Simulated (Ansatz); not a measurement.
Rock-salt TiN

Computed with PBE (Ansatz, a first-principles code, PAW).

Run with plane-wave cutoff 520 eV, 26×26×26 k mesh, Fermi–Dirac smearing 0.067 eV (set by the program), no spin polarisation, scalar-relativistic PAW data made under PBE.

Cell: relaxed at this level.

| Item | Value |
|---|---|
| elastic constant C11 | 579 GPa |
| elastic constant C12 | 126 GPa |
| elastic constant C44 | 166 GPa |
| Voigt–Reuss–Hill bulk modulus | 277 GPa |
| Voigt–Reuss–Hill shear modulus (Hill average) | 188 GPa |
| Young modulus | 460 GPa |
| Poisson ratio | 0.223 |

Measured, for comparison: elastic constant C11 625 GPa, elastic constant C12 165 GPa, elastic constant C44 163 GPa (temperature not stated, not corrected to a static lattice; as tabulated in X. Wang et al., RSC Advances (2016)). Computed (rounded) less measured: elastic constant C11 -7 %, elastic constant C12 -24 %, elastic constant C44 +2 %. A static lattice is as a rule a little smaller and stiffer than an uncorrected measurement, which can account for part of this.

Elastic constants are with the ions relaxed.

The computed numbers hold no vibrational or temperature effects.
